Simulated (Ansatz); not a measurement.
Process, species as SMILES: OCl (OH-Cl) + H+ → [OH2+]Cl
B3LYP-D3(BJ)/def2-TZVP geometries, fixed; electronic energies without zero-point terms; positive where energy is released.

Core correlation in the proton affinity at MP2 with Ansatz (a program for electronic structure), in kcal/mol: frozen core against 1s of Al to Cl frozen alone. Core-valence sets carry the plain set on hydrogen. The proton sits at the site shown, which need not be the one that binds it best.

```tsv
basis	functions, most	frozen core
cc-pV(D+d)Z	47	163.80
cc-pCVDZ	55	163.92
cc-pV(T+d)Z	97	159.99
cc-pCVTZ	130	159.94
cc-pwCVTZ	130	159.87
cc-pV(Q+d)Z	179	158.19
cc-pwCVQZ	253	158.11
cc-pCVQZ	253	158.13
```

Problem. How large is the core term in each set?

Solution. The largest core-valence set, cc-pCVQZ, gives a core term of 0.06 kcal/mol; the valence set cc-pV(Q+d)Z, which lacks functions for the core, gives 0.37. By row: cc-pV(D+d)Z 0.08, cc-pCVDZ 0.06, cc-pV(T+d)Z 0.64, cc-pCVTZ 0.09, cc-pwCVTZ 0.07, cc-pV(Q+d)Z 0.37, cc-pwCVQZ 0.05, cc-pCVQZ 0.06.
